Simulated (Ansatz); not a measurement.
**C₂H₄OS: a ladder of functionals and wavefunction methods**

An exercise on one series of results from a longer session: the logs are not shown, and one member is left open.

Computed with Ansatz 0.2.0, Gaussian basis. Level: functionals in def2-TZVPP, the program's frozen cores in correlated methods.

Levels to be run: LDA (SPW92), PBE-D4, revPBE-D4, BLYP-D4, r2SCAN-D4, B97M-V, PBE0-D4, B3LYP-D4, r2SCANh-D4, r2SCAN0-D4, HSE06-D4, BHLYP-D4, CAM-B3LYP-D4, LC-ωPBE, ωB97X-V, ωB97M-V, B2PLYP, PBE-QIDH; CCSD(T)/def2-SVP; CCSD(T)/def2-TZVPP; MP2/def2-QZVPP; extrapolation to the limit; RPA on PBE.

1 further run of the same task is left out (it didn't finish).

### Structure used throughout

All runs share one geometry, relaxed beforehand with PBE0-D4 in a triple-zeta def2 set.

8 atoms, charge 0, spin multiplicity 1.

Atoms are counted from 1 here; the program's logs count them from 0.

Bond lengths: C1–C2 1.328 Å, C1–H5 1.083 Å, C1–H6 1.079 Å, C2–O3 1.355 Å, C2–S4 1.767 Å, O3–H7 0.963 Å, S4–H8 1.347 Å. Angles: C2–C1–H5 120.0°, C2–C1–H6 120.5°, H5–C1–H6 119.5°, C1–C2–O3 121.8°, C1–C2–S4 121.7°, O3–C2–S4 116.5°, C2–O3–H7 108.6°, C2–S4–H8 96.3°.

Set-up of the first run:

The input, in.yaml:

```yaml
crystal:
  periodic: [false, false, false]
  atoms:
    - {symbol: C, position_ang: [-0.672027, 1.056104, -0.360906]}
    - {symbol: C, position_ang: [0.108292, 0.045530, 0.002755]}
    - {symbol: O, position_ang: [1.338435, -0.136197, -0.535686]}
    - {symbol: S, position_ang: [-0.378021, -1.095406, 1.261888]}
    - {symbol: H, position_ang: [-0.297693, 1.811826, -1.039833]}
    - {symbol: H, position_ang: [-1.684086, 1.126283, 0.006321]}
    - {symbol: H, position_ang: [1.868739, -0.654173, 0.078586]}
    - {symbol: H, position_ang: [-0.191340, -2.210968, 0.530977]}
basis:
  gaussian: {orbitals: def2-TZVPP}
hamiltonian: {xc: lda}
output: {orbitals: {seedname: orbitals}}
```

Steps of the session up to this table: LDA; PBE-D4 (GGA); revPBE-D4 (GGA); BLYP-D4 (GGA); r2SCAN-D4 (meta-GGA); B97M-V (meta-GGA); PBE0-D4 (hybrid); B3LYP-D4 (hybrid); r2SCANh-D4 (hybrid); r2SCAN0-D4 (hybrid); HSE06-D4 (hybrid); BHLYP-D4 (hybrid); CAM-B3LYP-D4 (range-separated); LC-ωPBE (range-separated); ωB97X-V (range-separated); ωB97M-V (range-separated); B2PLYP (double hybrid); PBE-QIDH (double hybrid).

One table of the session follows, with a row left open; its other results are not shown here.

It belongs to the step «Orbital energies across the functionals». 

| functional | HOMO (eV) | gap (eV) |
| --- | --- | --- |
| LDA (SPW92) | -5.84 | 4.63 |
| PBE-D4 | -5.67 | 4.65 |
| revPBE-D4 | -5.60 | 4.66 |
| BLYP-D4 | -5.52 | 4.60 |
| r2SCAN-D4 | -5.88 | 5.10 |
| B97M-V | -5.91 | 5.14 |
| PBE0-D4 | -6.83 | 6.79 |
| B3LYP-D4 | -6.62 | 6.31 |
| r2SCANh-D4 | ? | ? |
| r2SCAN0-D4 | -6.98 | 7.08 |
| HSE06-D4 | -6.43 | 6.01 |
| BHLYP-D4 | -7.86 | 8.81 |
| CAM-B3LYP-D4 | -8.15 | 9.18 |
| LC-ωPBE | -9.51 | 11.75 |
| ωB97X-V | -9.13 | 11.27 |
| ωB97M-V | -9.02 | 10.96 |

Estimate the missing values for r2SCANh-D4.

Worked estimate for «HOMO (eV)». Against the share of exact exchange, r2SCAN-D4 (0, -5.88), r2SCAN0-D4 (0.25, -6.98) give a slope of -4.40 per unit share; at 0.1 the line stands at -6.32.

As computed: HOMO (eV): -6.32; gap (eV): 5.90. In «HOMO (eV)» the line misses by 0.00.
